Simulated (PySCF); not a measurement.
# PNH₂: structure of the singlet

Where does singlet PNH₂ go from a PBE0 minimum start, is the end point a minimum, and what are its modes, charges and moments?

Method: PBE0, basis P def2-TZVP, N def2-TZVP, H def2-TZVP, no relativity, density fitting; program: PySCF 2.14.0.

## 1. Where the work starts

4 atoms, charge 0, spin multiplicity 1.

Bond lengths: P1–N2 1.504 Å, P1–H3 1.419 Å, P1–H4 1.419 Å. Angles: N2–P1–H3 127.6°, N2–P1–H4 127.6°, H3–P1–H4 104.8°.

```xyz
4
charge 0 multiplicity 1
P    -0.4111    0.0000    0.0000
N     1.0931    0.0000    0.0000
H    -1.2773    1.1245    0.0000
H    -1.2773   -1.1245    0.0000
```

## 2. The SCF at the typed geometry

The steps below are one call of a driver around PySCF. For each, scf.py gives the equivalent set-up of the SCF; relaxations use the driver's own optimiser. After this first run the driver tries any further starts and a stability analysis.

scf.py

```python
from pyscf import gto, scf, dft
mol = gto.M(atom='''
P     -0.411050    -0.000000     0.000000
N      1.093070     0.000000     0.000000
H     -1.277330     1.124510     0.000000
H     -1.277330    -1.124510     0.000000''',
    basis={'P': 'def2-TZVP', 'N': 'def2-TZVP', 'H': 'def2-TZVP'},
    charge=0, spin=0)
mf = dft.RKS(mol, xc='PBE0')
mf.grids.atom_grid = (50, 194)
aux = {'P': 'def2-universal-JKFIT', 'N': 'def2-universal-JKFIT', 'H': 'def2-universal-JKFIT'}
mf = mf.density_fit(auxbasis=aux)
mf.conv_tol = 1e-08
mf.diis_space = 10
mf.max_cycle = 60
mf.init_guess = 'minao'
mf.verbose = 4
mf.kernel()
```

Started as:

```bash
OMP_NUM_THREADS=2 python axn.py task.json out
```

Output:

```text
init E= -397.140802847195
  HOMO = -0.292752210233097  LUMO = -0.137497085896708  gap/eV = 4.22471
cycle= 1 E= -396.915298828644  delta_E= 0.226  |g|= 0.656  |ddm|= 1.66
  HOMO = -0.137257359443737  LUMO = -0.0432259855813847  gap/eV = 2.55872
cycle= 2 E= -395.99368942985  delta_E= 0.922  |g|= 1.87  |ddm|= 2.73
  HOMO = -0.261411405005852  LUMO = -0.0954516559113436  gap/eV = 4.51599
cycle= 3 E= -397.036575867639  delta_E= -1.04  |g|= 0.0472  |ddm|= 2.33
  HOMO = -0.263056580128367  LUMO = -0.0894566949753575  gap/eV = 4.72389
cycle= 4 E= -397.036763094786  delta_E= -0.000187  |g|= 0.0358  |ddm|= 0.0514
  HOMO = -0.267034404964665  LUMO = -0.0911151663910665  gap/eV = 4.78701
cycle= 5 E= -397.037087612934  delta_E= -0.000325  |g|= 0.0118  |ddm|= 0.0272
  HOMO = -0.267293718219971  LUMO = -0.0905677727422258  gap/eV = 4.80896
cycle= 6 E= -397.037123598669  delta_E= -3.6e-05  |g|= 0.00216  |ddm|= 0.011
  HOMO = -0.267708562805325  LUMO = -0.090844899556636  gap/eV = 4.81271
cycle= 7 E= -397.037124809947  delta_E= -1.21e-06  |g|= 0.000258  |ddm|= 0.00219
  HOMO = -0.267702603211941  LUMO = -0.0908158016093026  gap/eV = 4.81334
cycle= 8 E= -397.037124828393  delta_E= -1.84e-08  |g|= 1.59e-05  |ddm|= 0.000262
  HOMO = -0.267704153898933  LUMO = -0.090818441051006  gap/eV = 4.81331
cycle= 9 E= -397.037124828444  delta_E= -5.09e-11  |g|= 6.32e-06  |ddm|= 1.8e-05
  HOMO = -0.267702487177612  LUMO = -0.0908173538311843  gap/eV = 4.81329
Extra cycle  E= -397.037124828394  delta_E= 5.04e-11  |g|= 1.55e-05  |ddm|= 1.52e-05
converged SCF energy = -397.037124828394
```

This step, with its further starts and checks, needed 2.6 s of wall time on 2 threads of Arm Neoverse N1, shared host.

The test of internal stability found no lower closed-shell solution.

## 3. Relaxation: PBE0 minimum start, singlet

The program finds C2v symmetry in the start, which this walk keeps.

scf.py, as its differences from that of step 2:

```diff
@@ -3,4 +3,4 @@
-P     -0.411050    -0.000000     0.000000
-N      1.093070     0.000000     0.000000
-H     -1.277330     1.124510     0.000000
-H     -1.277330    -1.124510     0.000000''',
+P     -0.411048     0.000000     0.000000
+N      1.093072     0.000000     0.000000
+H     -1.277328     1.124510     0.000000
+H     -1.277328    -1.124510     0.000000''',
@@ -16 +15,0 @@
-mf.init_guess = 'minao'
```

The optimiser's trace:

| step | energy (Eh) | change (kJ/mol) | largest symmetric gradient (Eh/bohr) |
| --- | --- | --- | --- |
| 0 | -397.037125 | 0.00 | 0.00003 |

The walk took 0.7 s.

After 0 steps and 0.0 kJ/mol it ends at C2v: P–H 1.419 Å (×2), P–N 1.504 Å; H–P–H 104.8°, H–P–N 127.6° (×2).

## 4. Hessian and properties

The point is checked on the finer grid, and tightened if its gradient asks for it. The Hessian and the dipole derivatives come from central differences of analytic gradients, with steps of 0.02 bohr.

scf.py, as its differences from that of step 3:

```diff
@@ -10 +10 @@
-mf.grids.atom_grid = (50, 194)
+mf.grids.atom_grid = (75, 302)
@@ -13 +13 @@
-mf.conv_tol = 1e-08
+mf.conv_tol = 1e-10
```

This SCF starts from the last density.

SCF at the final geometry:

```text
init E= -397.037129434897
  HOMO = -0.267704168070949  LUMO = -0.0908183683685309  gap/eV = 4.81331
cycle= 1 E= -397.037129434896  delta_E= 3.41e-13  |g|= 2.26e-06  |ddm|= 2.05e-06
  HOMO = -0.267704859590445  LUMO = -0.090818664379551  gap/eV = 4.81332
Extra cycle  E= -397.037129434888  delta_E= 8.24e-12  |g|= 6.33e-06  |ddm|= 5.72e-06
converged SCF energy = -397.037129434888
```

The whole step took 21 s.

Geometry: C2v; P–H 1.419 Å (×2), P–N 1.504 Å; H–P–H 104.8°, H–P–N 127.6° (×2).

Harmonic modes (main isotopes):

| symmetry | ω (cm⁻¹) | IR (km/mol) | μ (u) | type |
| --- | --- | --- | --- | --- |
| b1 | 521 | 4.6 | 1.21 | bend |
| b2 | 721 | 5.0 | 1.26 | bend |
| a1 | 1177 | 26.3 | 1.09 | bend |
| a1 | 1297 | 2.2 | 8.77 | mixed |
| a1 | 2368 | 21.6 | 1.03 | stretch |
| b2 | 2382 | 87.3 | 1.05 | stretch |

Every mode is real; the point is a minimum.

Constants and moments:

```yaml
Dipole_moment: 4.12 D
Highest_occupied_level: -7.28 eV
Lowest_empty_level: -2.47 eV
Rotational_constants: 6.614, 0.6676, 0.6064 cm⁻¹
Zero-point_energy: 50.6 kJ/mol
Principal_polarisabilities: 20.0, 28.3, 41.3 bohr³
Atomisation_energy_without_zero-point_energy: 935 kJ/mol
Principal_traceless_quadrupole_moments_about_the_centre_of_mass: -2.33, 1.14, 1.19 D Å
Entropy_at_298.15_K_and_1_bar: 234.8 J/(mol K)
Heat_capacity_Cp_at_298.15_K: 43.2 J/(mol K)
Enthalpy_at_298.15_K_above_0_K: 10.82 kJ/mol
Rotational_symmetry_number: 2
```

Populations by atom (charges in e):

| atom | Mulliken | Löwdin | polar tensor | Mayer order to P1 |
| --- | --- | --- | --- | --- |
| P1 | 0.22 | 0.40 | 0.48 | – |
| N2 | -0.38 | -0.40 | -0.34 | 2.59 |
| H3,4 | 0.08 | 0.00 | -0.07 | 0.84 |

Outer orbital energies (eV). occupied: -130.54, -130.51, -23.35, -17.02, -12.66, -9.51, -9.13, -7.28; empty: -2.47, -0.51, 0.96, 2.77.

Mulliken populations on P1: s 5.42, p 8.94, d 0.40, f 0.02.

## 5. What came out

```
                                 quantity                                                           value
                                  minimum                                                    singlet, C2v
                                 geometry  P–H 1.419 Å (×2), P–N 1.504 Å; H–P–H 104.8°, H–P–N 127.6° (×2)
                       wavenumbers (cm⁻¹)  521 (b1), 721 (b2), 1177 (a1), 1297 (a1), 2368 (a1), 2382 (b2)
                            dipole moment                                                          4.12 D
     highest occupied, lowest empty level                                                 -7.28, -2.47 eV
                polar-tensor charge of P1                                                         +0.48 e
                        zero-point energy                                                     50.6 kJ/mol
                      entropy at 298.15 K                                                 234.8 J/(mol K)
atomisation energy (no zero-point energy)                                                      935 kJ/mol
```

**Reading.** The molecule stays C2v, as typed, and the end point is a minimum. In the infrared the band at 2382 cm⁻¹ (b2, stretch) leads. Other starts or spin states, not run here, may lie lower.

The search up to here took 24 s.
